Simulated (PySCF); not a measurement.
Mayer bond orders and bond lengths

Compound: diethyl ketone, C5H10O.
Numbering: `[CH3:1][CH2:2][C:3](=[O:4])[CH2:5][CH3:6]` (hydrogens: H7, H8, H9 on C1; H10, H11 on C2; H12, H13 on C5; H14, H15, H16 on C6)

Structure used (PBE0-D3(BJ)/def2-TZVP), in Å, numbered top down from 1:
```
atom  x, y, z in Å
C1     2.4451    0.3400    0.6533
C2     1.3316    0.1096   -0.3460
C3    -0.0464    0.0772    0.2741
O4    -0.2350    0.3787    1.4267
C5    -1.1744   -0.3562   -0.6337
C6    -2.5493   -0.1836   -0.0252
H7     2.4709   -0.4563    1.3989
H8     3.4146    0.3743    0.1529
H9     2.2976    1.2783    1.1889
H10    1.3183    0.8984   -1.1090
H11    1.4770   -0.8214   -0.9064
H12   -0.9868   -1.4074   -0.8887
H13   -1.0795    0.1842   -1.5826
H14   -3.3230   -0.5449   -0.7050
H15   -2.7496    0.8661    0.1961
H16   -2.6285   -0.7314    0.9143
```

Bond orders from the PBE0/pcSseg-2 density (PySCF). The structure is a single PBE0-D3(BJ)/def2-TZVP conformer in the gas phase; no vibrational or solvent corrections.

Task: Where do the orders between heavy atoms depart from those drawn in the SMILES?

Result: The largest departure is 0.030, at C2–C3 (drawn single, 0.970) and C3–C5 (drawn single, 0.970).

Task: Give the Mayer order of every bond, beside its length.

Result: 
```csv
bond,drawn as,length (Å),Mayer order
C1–C2,single,1.514,0.989
C2–C3,single,1.511,0.970
C3–O4,double,1.206,2.008
C3–C5,single,1.511,0.970
C5–C6,single,1.513,0.989
C1–H7,single,1.091,1.004
C1–H8,single,1.092,0.999
C1–H9,single,1.090,0.996
C2–H10,single,1.098,0.969
C2–H11,single,1.096,0.983
C5–H12,single,1.098,0.969
C5–H13,single,1.096,0.982
C6–H14,single,1.091,0.999
C6–H15,single,1.091,1.004
C6–H16,single,1.090,0.996
```

Task: Sum the orders of all bonds at each heavy atom with more than one neighbour and set the sums beside the valence in the SMILES.

Result: C1 3.988 (drawn 4), C2 3.911 (drawn 4), C3 3.948 (drawn 4), C5 3.910 (drawn 4), C6 3.988 (drawn 4). Orders between atoms that aren't bonded are not in these sums.

Mayer orders depend on the basis set.
